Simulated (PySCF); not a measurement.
Compound: CH6BN.
InChI=1S/CH6BN/c1-2-3/h2H,3H2,1H3

Computed with PySCF at PBE0/def2-SVPD, non-relativistic, on one gas-phase PBE0-D3(BJ)/def2-SVP geometry that isn't relaxed in the solvent. The solvent is an IEF-PCM continuum (cavity from Bondi-type radii × 1.2), and excitations are vertical TDDFT with non-equilibrium linear response and a frozen core. Only the electrostatic response of the medium enters.

```csv
run,E − E(gas) (kcal/mol),HOMO (eV),HOMO–LUMO gap (eV),dipole (D),lowest singlet (eV),static polarisability (au)
gas,0.00,-8.38,8.94,1.55,7.50,38.3
P,-2.97,-8.26,8.97,2.02,7.49,50.0
Q,-2.41,-8.27,8.97,1.93,7.49,47.4
```

Question: The runs were made in tetrahydrofuran and water. Which run belongs to which solvent?

Answer: P = water, Q = tetrahydrofuran. The dielectric constants are 7.426 (tetrahydrofuran), 78.36 (water), and the energy falls further as ε rises. The optical constants n² used for the excitations are 1.97, 1.78 in the same order. In this model the ground state sees the solvent through ε alone.

Question: How constant is the ratio of the lowering to (ε − 1)/(2ε + 1)?

Answer: 
```
        solvent  (ε − 1)/(2ε + 1)  E − E(gas) (kcal/mol)  ratio (kcal/mol)  polarisation term (kcal/mol)
tetrahydrofuran             0.405                  -2.41              -5.9                         -2.67
          water             0.490                  -2.97              -6.0                         -3.38
```

The ratio changes by +1.9 % in size from tetrahydrofuran to water. The polarisation term is half the interaction of the solute with the induced surface charges.

Shape of the structure used: `[CH3:1][BH:2][NH2:3]`: H–N3–B2–C1 0°, H–N3–B2–C1 180°.
